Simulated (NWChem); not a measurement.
Species: SiH₂ cation, doublet; SMILES of the neutral closed-shell parent [SiH2]

```xyz
3

Si     0.0000     0.0000     0.0936
H      1.2890     0.0000    -0.6549
H     -1.2890     0.0000    -0.6549
```
Atoms are numbered in this order, from 1.

In the optimisation the excess spin sits in a1 (C2v, its own frame). Geometry: optimised at PBE0-D3(BJ)/def2-TZVP, spin-unrestricted. The spin multiplicity was typed, not searched, and may not be the lowest. No stability test was run on the SCF state.

Symmetry labels are those of C2v in the frame above (b1 and b2, or b-type labels, depend on it).

Task: List the 6 lowest vertical excitations from BHandHLYP/def2-SVP, spin-unrestricted, TDA (NWChem).

Result: 
```csv
state,energy (eV),oscillator strength,symmetry of the excitation,<S²>
state 1,2.13,0.008,b2,0.75
state 2,4.85,0.009,b1,0.79
state 3,5.17,0.000,a2,2.70
state 4,5.91,0.000,a2,0.81
state 5,7.33,0.005,a1,0.82
state 6,7.94,0.130,b1,0.84
```
